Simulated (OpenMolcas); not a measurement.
# Exact exchange and the dipole moment of C3HF3 (3,3,3-trifluoroprop-1-yne)

The species is C3HF3 (7 atoms), meant as a singlet with charge 0. SMILES: `C#CC(F)(F)F`. The coordinates come from a PBE0-D4/def2-TZVP relaxation.

The dipole moment y, in D, basis cc-pVDZ; a is the functional's share of exact exchange. Programs: OpenMolcas 26.06.

```
functional     program     a  y (D)
      TPSS  OpenMolcas     0   2.01
    r2SCAN  OpenMolcas     0   2.10
     B3LYP  OpenMolcas   0.2      ?
      PBE0  OpenMolcas  0.25   2.19
     BHLYP  OpenMolcas   0.5   2.40
```

Q: Fit y = c + s·a to the known rows and predict B3LYP.

A: 
1. Means of the 4 rows: a = 0.1875, y = 2.175.
2. Σ(Δa)² = 0.17188, Σ(Δa·Δy) = 0.11625, so the slope is 0.11625/0.17188 = 0.67634.
3. Intercept: 2.175 − (0.67634) × 0.1875 = 2.048. The largest residual of the fit is 0.052.
4. B3LYP: 2.048 + (0.67634) × 0.2 = 2.18 D.

The run gave 2.15 D, so the prediction is off by +0.03 D, within the scatter of the fit. More exact exchange makes the molecule more polar here. The rows mix families of semi-local functionals, which the line can't see.
